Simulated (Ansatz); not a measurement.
Reaction (SMILES): CN (CH5N) -> CN (CH5N) as doublet, charge +1 + e-

Quantity: adiabatic ionisation energy (0 K, with zero-point energies), in eV. Conventions: 6-311+G** with 5d; spin-orbit terms left out; open shells spin-unrestricted; LANL2DZ all-electron up to Ne; non-relativistic; six Cartesian d functions in 6-31G* and its kin unless marked 5d. Ab initio and DFT rows: single points at B3LYP-D3(BJ) geometries (Ansatz, a quantum-chemistry and plane-wave program), with unscaled harmonic terms from B3LYP/6-31G* at its own minima. The spin state of an ion or metal species was assumed, not searched.

```json
[
 {"level": "HF/STO-3G", "program": "Ansatz", "adiabatic ionisation energy (0 K, with zero-point energies) (eV)": "6.03"},
 {"level": "HF/3-21G", "program": "Ansatz", "adiabatic ionisation energy (0 K, with zero-point energies) (eV)": "7.23"},
 {"level": "HF/LANL2DZ", "program": "Ansatz", "adiabatic ionisation energy (0 K, with zero-point energies) (eV)": "7.43"},
 {"level": "HF/6-31G*", "program": "Ansatz", "adiabatic ionisation energy (0 K, with zero-point energies) (eV)": "7.53"},
 {"level": "HF/6-311+G**", "program": "Ansatz", "adiabatic ionisation energy (0 K, with zero-point energies) (eV)": "7.64"}
]
```

No value to compare with is used here. The 5 habitual levels span 6.03 (HF/STO-3G) to 7.64 eV (HF/6-311+G**).

The sets are all those run for this method; runs whose electronic state is in doubt are left out.
